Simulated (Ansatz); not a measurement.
Species: COS, net charge 1, doublet state. 
Coordinates optimised at B3LYP-D3(BJ)/def2-TZVP (Ansatz, a quantum-chemistry and plane-wave program):
```xyz
3

O      0.0000     0.0000    -1.6974
C      0.0000     0.0000    -0.5680
S      0.0000     0.0000     1.0617
```
Charge +1, spin multiplicity 2.

Basis-set convergence of Hartree-Fock and CCSD(T) correlation energies (hartree) with Ansatz. Correlated levels leave the core frozen unless marked. Open shells are spin-unrestricted. Spin-orbit coupling is left out. Non-relativistic.

| basis | functions | E(HF) | E(corr, CCSD(T)) |
|---|---|---|---|
| aug-cc-pV(D+d)Z | 78 | -509.93780 | -0.45236 |
| aug-cc-pV(T+d)Z | 147 | [?] | [?] |

**Question.** What belongs in the gaps?

**Answer.** 
- aug-cc-pV(T+d)Z, E(HF): -509.97894
- aug-cc-pV(T+d)Z, E(corr, CCSD(T)): -0.54603
